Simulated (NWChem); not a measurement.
# BH4P (SMILES BP) at dlDF/pc-1

What is the vertical singlet–triplet gap of BH4P at dlDF/pc-1? 

The results are computed with NWChem 7.3.0.

## 1. The system as given

The species is BH4P (6 atoms), typed as a singlet with charge 0. SMILES: `BP`. Geometry: a GFN2-xTB relaxation, a rough one for these elements and not checked as a minimum.

Bond lengths: B1–P2 1.841 Å, B1–H3 1.169 Å, B1–H4 1.169 Å, P2–H5 1.378 Å, P2–H6 1.378 Å. Angles: B1–P2–H5 103.7°, B1–P2–H6 103.7°, P2–B1–H3 119.5°, P2–B1–H4 119.5°, H5–P2–H6 96.8°, H3–B1–H4 120.3°.

## 2. The energy at dlDF/pc-1

geom.nw reads:

```
start geom
memory stack 880 mb heap 220 mb global 1100 mb
charge 0

geometry units angstroms noautoz
  B     0.002660   -0.867960    0.118880
  P     0.378740    0.928770    0.259630
  H    -0.777460   -1.351190    0.842930
  H     0.659230   -1.540870   -0.575930
  H     0.599110    1.319050   -1.043720
  H    -0.862270    1.512200    0.398210
end

basis "ao basis" spherical bse
  * library pc-1
end

dft
  xc dldf
  mult 1
  grid xfine
  direct
  mulliken
end

task dft
```

Launch:

```
$ nwchem geom.nw > geom.out
```

Log:

```text
Northwest Computational Chemistry Package (NWChem) 7.3.0
             --------------------------------------------------------

           Job information
           ---------------

    nwchem branch   = 7.3.0
    use scalapack   = T
    input           = geom.nw
    prefix          = geom.
    data base       = ./geom.db
    status          = startup
    nproc           =        1

           Memory information
           ------------------

    heap     =     28835840 doubles =      220.0 Mbytes
    stack    =    115343357 doubles =      880.0 Mbytes
    global   =    144179200 doubles =     1100.0 Mbytes (distinct from heap & stack)
    total    =    288358397 doubles =     2200.0 Mbytes
    verify   = yes
    hardfail = no

           Directory information
           ---------------------

  0 permanent = .
  0 scratch   = .

[... 141 lines left out ...]
          Convergence on energy requested:  1.00D-06
[... 1 line left out ...]
          Convergence on gradient requested:  5.00D-04
[... 22 lines left out ...]
          Convergence Information
[... 2 lines left out ...]
          total energy or number of iterations.
[... 27 lines left out ...]
 1-e energy   =    -598.376993
[... 43 lines left out ...]
   convergence    iter        energy       DeltaE   RMS-Dens  Diis-err    time
[... 11 lines left out ...]
      One electron energy =     -600.347778890621
[... 1 line left out ...]
    Exchange-Corr. energy =      -30.079711185073
[... 14 lines left out ...]
                       DFT Final Molecular Orbital Analysis
[... 525 lines left out ...]
 center of mass
 --------------
 x =   0.06007097 y =   0.04553717 z =   0.00000000

 moments of inertia (a.u.)
 ------------------
         144.929641572349          -0.000000278890           0.000000000000
          -0.000000278890          19.841705558097           0.000000000000
           0.000000000000           0.000000000000         134.664493484544

     Multipole analysis of the density
     ---------------------------------

     L   x y z        total         alpha         beta         nuclear
     -   - - -        -----         -----         ----         -------
     0   0 0 0     -0.000000    -12.000000    -12.000000     24.000000

     1   1 0 0     -0.252537     -0.126268     -0.126268      0.000000
[... 8 lines of this table left out ...]
     2   0 0 2    -16.363706    -15.650127    -15.650127     14.936548

 Task  times  cpu:        9.4s     wall:        9.4s
 Total times  cpu:        9.5s     wall:        9.5s
```

It took 10 s on 1 thread of Intel Xeon Platinum 8488C (Sapphire Rapids), shared host; peak memory 0.12 GiB.

## 3. The triplet at the same level

sp.nw reads:

```
start sp
title "BH4P"
memory 2200 mb

geometry units angstrom noautosym nocenter
  zmatrix
    B
    P 1 r2
    H 1 r3 2 a3
    H 1 r4 3 a4 2 d4
    H 2 r5 1 a5 3 d5
    H 2 r6 5 a6 1 d6
  variables
    r2 1.841056
    r3 1.168908
    a3 119.5001
    r4 1.169039
    a4 120.3327
    d4 170.61125
    r5 1.378261
    a5 103.69284
    d5 -145.03239
    r6 1.378296
    a6 96.84472
    d6 -105.94952
  end
end

basis spherical bse
  * library pc-1
end

dft
  xc dldf
  mult 3
  grid xfine
  direct
  iterations 150
  mulliken
  print medium
end

task dft energy
```

Launch:

```
$ nwchem sp.nw > sp.out
```

Log:

```text
Northwest Computational Chemistry Package (NWChem) 7.3.0
             --------------------------------------------------------

           Job information
           ---------------

    nwchem branch   = 7.3.0
    use scalapack   = T
    input           = sp.nw
    prefix          = sp.
    data base       = ./sp.db
    status          = startup
    nproc           =        1

           Memory information
           ------------------

    heap     =     72089594 doubles =      550.0 Mbytes
    stack    =     72089599 doubles =      550.0 Mbytes
    global   =    144179200 doubles =     1100.0 Mbytes (distinct from heap & stack)
    total    =    288358393 doubles =     2200.0 Mbytes
    verify   = yes
    hardfail = no

           Directory information
           ---------------------

  0 permanent = .
  0 scratch   = .

[... 32 lines left out ...]
            Nuclear Dipole moment (a.u.)
[... 115 lines left out ...]
          Convergence on gradient requested:  5.00D-04
[... 24 lines left out ...]
          Convergence aids based upon iterative change in
[... 28 lines left out ...]
 1-e energy   =    -598.376983
[... 55 lines left out ...]
         Total DFT energy =     -369.665446193044
[... 2 lines left out ...]
    Exchange-Corr. energy =      -30.065845448733
[... 373 lines left out ...]
                     DFT Final Beta Molecular Orbital Analysis
[... 441 lines left out ...]
   alpha     51     52
    beta     51     52
 overlap   1.000  1.000

     --------------------------
     Expectation value of S2:
     --------------------------
      <S2> =      2.0095 (Exact =     2.0000)

 center of mass
 --------------
 x =  -0.00522376 y =  -0.06368302 z =   2.47365384

 moments of inertia (a.u.)
 ------------------
         134.730201596888           0.805006246722           0.520168291912
           0.805006246722         144.535755506078           6.378618878059
           0.520168291912           6.378618878059          20.169991940390

     Multipole analysis of the density
     ---------------------------------

     L   x y z        total         alpha         beta         nuclear
     -   - - -        -----         -----         ----         -------
     0   0 0 0     -0.000000    -13.000000    -11.000000     24.000000

     1   1 0 0     -0.003368      0.110456      0.124678     -0.238502
[... 8 lines of this table left out ...]
     2   0 0 2    -11.447402   -123.814046   -105.112903    217.479546

 Task  times  cpu:       30.2s     wall:       30.2s
 Total times  cpu:       30.3s     wall:       30.3s
```

Wall time 31 s (1 thread of Intel Xeon Platinum 8488C (Sapphire Rapids), shared host); peak memory 0.13 GiB.

## 4. Results

Level: dlDF/pc-1.

| quantity | value |
| --- | --- |
| singlet: total energy | -369.80642 Eh |
| singlet: dipole moment | 0.65 D |
| singlet: HOMO energy | -9.35 eV |
| singlet: LUMO energy | -0.76 eV |
| singlet: HOMO–LUMO gap | 8.59 eV |
| triplet: total energy | -369.66545 Eh |
| triplet: dipole moment | 4.14 D |
| triplet: HOMO energy (highest over α and β) | -5.61 eV |
| triplet: LUMO energy (lowest over α and β) | -4.91 eV |
| triplet: ⟨S²⟩ | 2.010 |
| vertical energy of the triplet above the singlet | 3.836 eV |

What this shows: At this shape the triplet lies 3.84 eV (88 kcal/mol) above the singlet.
